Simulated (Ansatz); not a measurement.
Ansatz (an electronic-structure program) input (HF/6-31G*):

Ansatz 0.2 input:
```yaml
crystal:
  periodic: [false, false, false]
  atoms:
    - {symbol: O, position_ang: [1.08434182, 0.24524072, -0.42780235]}
    - {symbol: C, position_ang: [0.04146625, 0.36655742, 0.22593296]}
    - {symbol: H, position_ang: [-0.08190725, 1.22694449, 0.87717868]}
    - {symbol: C, position_ang: [-1.00566988, -0.58143889, 0.15663428]}
    - {symbol: H, position_ang: [-1.90476859, -0.46070427, 0.73119270]}
    - {symbol: H, position_ang: [-0.90283691, -1.43887720, -0.48135603]}
basis:
  gaussian:
    orbitals: 6-31G*
hamiltonian:
  xc: {name: HF}
magnetization: {spin_polarized: true, initial_magnetization: 1}
phonons: {temperatures: {t_min: 298.15, t_max: 298.15, t_step: 100}}
```

Output:

```
Functional definition: HF
integrals: 0.01 GiB planned
566 factors; integrals over basis functions are off by at most 4.4e-4 eV
mean field: 0.11 GiB planned
mean field evaluation 1: about -4141.0599 eV, gradient 2.4e1 eV
mean field evaluation 2: about -4141.1075 eV, gradient 2.4e1 eV
mean field evaluation 4: about -4143.9743 eV, gradient 3.0e0 eV
mean field evaluation 8: about -4144.2870 eV, gradient 5.1e-1 eV
mean field evaluation 16: about -4139.8484 eV, gradient 1.7e1 eV
mean field evaluation 32: about -4142.9373 eV, gradient 7.1e-1 eV
mean field -4144.30471833 eV, -152.3003892878 hartree, gradient 2.8e-5 eV, S^2 0.935904; 0 other end points of the search recorded, 0 dependent functions left out
the calculation of the forces begins
reference -4144.30471833 eV, -152.3003892878 hartree; 12, 11 occupied and 39, 40 virtual orbitals, 566 factors
these checks for a lower state are left out or cut short: stability, starts, cluster_reference, orbital_swaps, neighbouring_geometries, increment
integrals: 0.01 GiB planned
566 factors; integrals over basis functions are off by at most 4.4e-4 eV
mean field: 0.11 GiB planned
mean field -4144.30467228 eV, -152.3003875955 hartree, gradient 2.5e-6 eV, S^2 0.934798; 0 other end points of the search recorded, 0 dependent functions left out
the calculation of the forces begins
reference -4144.30467228 eV, -152.3003875955 hartree; 12, 11 occupied and 39, 40 virtual orbitals, 566 factors
these checks for a lower state are left out or cut short: stability, starts, cluster_reference, orbital_swaps, neighbouring_geometries, increment
integrals: 0.01 GiB planned
566 factors; integrals over basis functions are off by at most 4.4e-4 eV
mean field: 0.11 GiB planned
mean field evaluation 64: about -4144.3046 eV, gradient 1.0e-1 eV
mean field -4144.30467012 eV, -152.3003875163 hartree, gradient 1.8e-6 eV, S^2 0.937013; 0 other end points of the search recorded, 0 dependent functions left out
the calculation of the forces begins
reference -4144.30467012 eV, -152.3003875163 hartree; 12, 11 occupied and 39, 40 virtual orbitals, 566 factors
these checks for a lower state are left out or cut short: stability, starts, cluster_reference, orbital_swaps, neighbouring_geometries, increment
integrals: 0.01 GiB planned
566 factors; integrals over basis functions are off by at most 4.4e-4 eV
mean field: 0.11 GiB planned
mean field -4144.30463617 eV, -152.3003862688 hartree, gradient 2.3e-6 eV, S^2 0.937844; 0 other end points of the search recorded, 0 dependent functions left out
the calculation of the forces begins
reference -4144.30463617 eV, -152.3003862688 hartree; 12, 11 occupied and 39, 40 virtual orbitals, 566 factors
these checks for a lower state are left out or cut short: stability, starts, cluster_reference, orbital_swaps, neighbouring_geometries, increment
integrals: 0.01 GiB planned
566 factors; integrals over basis functions are off by at most 4.4e-4 eV
mean field: 0.11 GiB planned
mean field -4144.30463548 eV, -152.3003862433 hartree, gradient 4.5e-6 eV, S^2 0.933963; 0 other end points of the search recorded, 0 dependent functions left out
the calculation of the forces begins
reference -4144.30463548 eV, -152.3003862433 hartree; 12, 11 occupied and 39, 40 virtual orbitals, 566 factors
these checks for a lower state are left out or cut short: stability, starts, cluster_reference, orbital_swaps, neighbouring_geometries, increment
integrals: 0.01 GiB planned
566 factors; integrals over basis functions are off by at most 4.4e-4 eV
mean field: 0.11 GiB planned
mean field -4144.30447911 eV, -152.3003804968 hartree, gradient 3.7e-6 eV, S^2 0.937256; 0 other end points of the search recorded, 0 dependent functions left out
the calculation of the forces begins
reference -4144.30447911 eV, -152.3003804968 hartree; 12, 11 occupied and 39, 40 virtual orbitals, 566 factors
these checks for a lower state are left out or cut short: stability, starts, cluster_reference, orbital_swaps, neighbouring_geometries, increment
integrals: 0.01 GiB planned
566 factors; integrals over basis functions are off by at most 4.4e-4 eV
mean field: 0.11 GiB planned
mean field -4144.30448267 eV, -152.3003806275 hartree, gradient 3.0e-6 eV, S^2 0.934567; 0 other end points of the search recorded, 0 dependent functions left out
the calculation of the forces begins
reference -4144.30448267 eV, -152.3003806275 hartree; 12, 11 occupied and 39, 40 virtual orbitals, 566 factors
these checks for a lower state are left out or cut short: stability, starts, cluster_reference, orbital_swaps, neighbouring_geometries, increment
integrals: 0.01 GiB planned
566 factors; integrals over basis functions are off by at most 4.4e-4 eV
mean field: 0.11 GiB planned
[...]
mean field: 0.11 GiB planned
mean field evaluation 128: about -4144.2443 eV, gradient 2.6e-1 eV
mean field -4144.30470113 eV, -152.3003886558 hartree, gradient 2.4e-6 eV, S^2 0.935855; 0 other end points of the search recorded, 0 dependent functions left out
the calculation of the forces begins
reference -4144.30470113 eV, -152.3003886558 hartree; 12, 11 occupied and 39, 40 virtual orbitals, 566 factors
these checks for a lower state are left out or cut short: stability, starts, cluster_reference, orbital_swaps, neighbouring_geometries, increment
integrals: 0.01 GiB planned
566 factors; integrals over basis functions are off by at most 4.4e-4 eV
mean field: 0.11 GiB planned
mean field -4144.30449819 eV, -152.3003811980 hartree, gradient 2.0e-6 eV, S^2 0.935744; 0 other end points of the search recorded, 0 dependent functions left out
the calculation of the forces begins
reference -4144.30449819 eV, -152.3003811980 hartree; 12, 11 occupied and 39, 40 virtual orbitals, 566 factors
these checks for a lower state are left out or cut short: stability, starts, cluster_reference, orbital_swaps, neighbouring_geometries, increment
integrals: 0.01 GiB planned
566 factors; integrals over basis functions are off by at most 4.3e-4 eV
mean field: 0.11 GiB planned
mean field -4144.30449906 eV, -152.3003812300 hartree, gradient 1.8e-6 eV, S^2 0.936064; 0 other end points of the search recorded, 0 dependent functions left out
the calculation of the forces begins
reference -4144.30449906 eV, -152.3003812300 hartree; 12, 11 occupied and 39, 40 virtual orbitals, 566 factors
these checks for a lower state are left out or cut short: stability, starts, cluster_reference, orbital_swaps, neighbouring_geometries, increment
integrals: 0.01 GiB planned
566 factors; integrals over basis functions are off by at most 4.4e-4 eV
mean field: 0.11 GiB planned
mean field -4144.30459890 eV, -152.3003848989 hartree, gradient 3.0e-6 eV, S^2 0.935819; 0 other end points of the search recorded, 0 dependent functions left out
the calculation of the forces begins
reference -4144.30459890 eV, -152.3003848989 hartree; 12, 11 occupied and 39, 40 virtual orbitals, 566 factors
these checks for a lower state are left out or cut short: stability, starts, cluster_reference, orbital_swaps, neighbouring_geometries, increment
integrals: 0.01 GiB planned
566 factors; integrals over basis functions are off by at most 4.4e-4 eV
mean field: 0.11 GiB planned
mean field -4144.30460026 eV, -152.3003849492 hartree, gradient 2.4e-6 eV, S^2 0.935987; 0 other end points of the search recorded, 0 dependent functions left out
the calculation of the forces begins
reference -4144.30460026 eV, -152.3003849492 hartree; 12, 11 occupied and 39, 40 virtual orbitals, 566 factors
these checks for a lower state are left out or cut short: stability, starts, cluster_reference, orbital_swaps, neighbouring_geometries, increment
integrals: 0.01 GiB planned
566 factors; integrals over basis functions are off by at most 4.4e-4 eV
mean field: 0.11 GiB planned
mean field evaluation 160: about -4144.2442 eV, gradient 2.6e-1 eV
mean field -4144.30468440 eV, -152.3003880411 hartree, gradient 2.8e-6 eV, S^2 0.935913; 0 other end points of the search recorded, 0 dependent functions left out
the calculation of the forces begins
reference -4144.30468440 eV, -152.3003880411 hartree; 12, 11 occupied and 39, 40 virtual orbitals, 566 factors
these checks for a lower state are left out or cut short: stability, starts, cluster_reference, orbital_swaps, neighbouring_geometries, increment
integrals: 0.01 GiB planned
566 factors; integrals over basis functions are off by at most 4.4e-4 eV
mean field: 0.11 GiB planned
mean field -4144.30468325 eV, -152.3003879990 hartree, gradient 2.7e-6 eV, S^2 0.935895; 0 other end points of the search recorded, 0 dependent functions left out
the calculation of the forces begins
reference -4144.30468325 eV, -152.3003879990 hartree; 12, 11 occupied and 39, 40 virtual orbitals, 566 factors
these checks for a lower state are left out or cut short: stability, starts, cluster_reference, orbital_swaps, neighbouring_geometries, increment
integrals: 0.01 GiB planned
566 factors; integrals over basis functions are off by at most 4.4e-4 eV
mean field: 0.11 GiB planned
mean field -4144.30466219 eV, -152.3003872247 hartree, gradient 2.1e-6 eV, S^2 0.935894; 0 other end points of the search recorded, 0 dependent functions left out
the calculation of the forces begins
reference -4144.30466219 eV, -152.3003872247 hartree; 12, 11 occupied and 39, 40 virtual orbitals, 566 factors
these checks for a lower state are left out or cut short: stability, starts, cluster_reference, orbital_swaps, neighbouring_geometries, increment
integrals: 0.01 GiB planned
566 factors; integrals over basis functions are off by at most 4.4e-4 eV
mean field: 0.11 GiB planned
mean field -4144.30466339 eV, -152.3003872689 hartree, gradient 2.0e-6 eV, S^2 0.935915; 0 other end points of the search recorded, 0 dependent functions left out
the calculation of the forces begins
reference -4144.30466339 eV, -152.3003872689 hartree; 12, 11 occupied and 39, 40 virtual orbitals, 566 factors
these checks for a lower state are left out or cut short: stability, starts, cluster_reference, orbital_swaps, neighbouring_geometries, increment
integrals: 0.01 GiB planned
566 factors; integrals over basis functions are off by at most 4.4e-4 eV
mean field: 0.11 GiB planned
mean field evaluation 192: about -4144.3046 eV, gradient 2.4e-6 eV
mean field -4144.30459608 eV, -152.3003847953 hartree, gradient 2.4e-6 eV, S^2 0.935854; 0 other end points of the search recorded, 0 dependent functions left out
the calculation of the forces begins
reference -4144.30459608 eV, -152.3003847953 hartree; 12, 11 occupied and 39, 40 virtual orbitals, 566 factors
these checks for a lower state are left out or cut short: stability, starts, cluster_reference, orbital_swaps, neighbouring_geometries, increment
integrals: 0.01 GiB planned
566 factors; integrals over basis functions are off by at most 4.4e-4 eV
mean field: 0.11 GiB planned
mean field -4144.30459509 eV, -152.3003847589 hartree, gradient 2.4e-6 eV, S^2 0.935955; 0 other end points of the search recorded, 0 dependent functions left out
the calculation of the forces begins
reference -4144.30459509 eV, -152.3003847589 hartree; 12, 11 occupied and 39, 40 virtual orbitals, 566 factors
these checks for a lower state are left out or cut short: stability, starts, cluster_reference, orbital_swaps, neighbouring_geometries, increment
integrals: 0.01 GiB planned
566 factors; integrals over basis functions are off by at most 4.4e-4 eV
mean field: 0.11 GiB planned
mean field -4144.30470745 eV, -152.3003888880 hartree, gradient 2.7e-6 eV, S^2 0.935883; 0 other end points of the search recorded, 0 dependent functions left out
the calculation of the forces begins
reference -4144.30470745 eV, -152.3003888880 hartree; 12, 11 occupied and 39, 40 virtual orbitals, 566 factors
these checks for a lower state are left out or cut short: stability, starts, cluster_reference, orbital_swaps, neighbouring_geometries, increment
integrals: 0.01 GiB planned
566 factors; integrals over basis functions are off by at most 4.4e-4 eV
mean field: 0.11 GiB planned
mean field -4144.30470615 eV, -152.3003888403 hartree, gradient 2.8e-6 eV, S^2 0.935926; 0 other end points of the search recorded, 0 dependent functions left out
the calculation of the forces begins
reference -4144.30470615 eV, -152.3003888403 hartree; 12, 11 occupied and 39, 40 virtual orbitals, 566 factors
Total energy: -4144.30471833 eV, -152.3003892878 hartree
Atom 0 at     1.084342     0.245241    -0.427802 Å, force     0.000058     0.000374     0.000222 eV/Å
Atom 1 at     0.041466     0.366557     0.225933 Å, force    -0.000052    -0.000432    -0.000265 eV/Å
Atom 2 at    -0.081907     1.226944     0.877179 Å, force     0.000279    -0.000088    -0.000213 eV/Å
Atom 3 at    -1.005670    -0.581439     0.156634 Å, force    -0.000353    -0.000423    -0.000093 eV/Å
Atom 4 at    -1.904769    -0.460704     0.731193 Å, force    -0.000276     0.000129     0.000239 eV/Å
Atom 5 at    -0.902837    -1.438877    -0.481356 Å, force     0.000344     0.000440     0.000110 eV/Å
Dipole moment:    -0.503148    -0.044525     0.245494 e Å
Vibrations: 530.65 539.98 788.53 1017.97 1060.42 1220.07 1416.63 1558.22 1613.80 3250.90 3343.72 3451.27 cm⁻¹, zero-point energy 1.226958 eV
```

The blocks after the first are displaced geometries, from whose forces the wavenumbers follow.

The determinant is spin-contaminated: <S^2> is 0.94 against 0.75 for a pure state.
